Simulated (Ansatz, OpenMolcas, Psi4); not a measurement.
How methods differ on CF2 (SMILES F[C]F)

CF2 has 3 atoms, charge 0, and is taken as a singlet. SMILES: `F[C]F`. The coordinates come from a PBE0-D4/def2-TZVP relaxation.

```csv
atom,x (Å),y (Å),z (Å)
F,0.3163,0.9714,0.2816
C,0.3823,-0.3185,0.1752
F,-0.6986,-0.6529,-0.4567
```

Quantity: the HOMO–LUMO gap, in eV. The values are calculated.

```json
{"level": "HF/def2-TZVPP", "kind": "Hartree–Fock", "program": "Ansatz", "value (eV)": "15.28", "CPU time": "0.6 s"}
{"level": "BLYP/def2-TZVPP", "kind": "GGA", "program": "Ansatz", "value (eV)": "3.69", "CPU time": "1 s"}
{"level": "revPBE/def2-TZVPP", "kind": "GGA", "program": "Ansatz", "value (eV)": "3.70", "CPU time": "0.97 s"}
{"level": "M06-L/def2-TZVPP", "kind": "meta-GGA", "program": "OpenMolcas", "value (eV)": "4.20", "CPU time": "56 s"}
{"level": "TPSS/def2-TZVPP", "kind": "meta-GGA", "program": "Psi4", "value (eV)": "3.99", "CPU time": "47 s"}
{"level": "M06-2X/def2-TZVPP", "kind": "hybrid meta-GGA", "program": "OpenMolcas", "value (eV)": "9.26", "CPU time": "40 s"}
{"level": "PBE0/def2-TZVPP", "kind": "global hybrid", "program": "Ansatz", "value (eV)": "6.53", "CPU time": "1.1 s"}
{"level": "PBE-QIDH/def2-TZVPP", "kind": "double hybrid", "program": "Ansatz", "value (eV)": "11.74", "CPU time": "1.6 s"}
```

The values span 3.69 to 15.28 eV. Orbital gaps aren't excitation energies, and those of double hybrids come from the SCF part alone; they tend to grow with the share of exact exchange. Times are those of the runs behind each value, whatever else they computed, on shared processors of several kinds: orders of magnitude only.
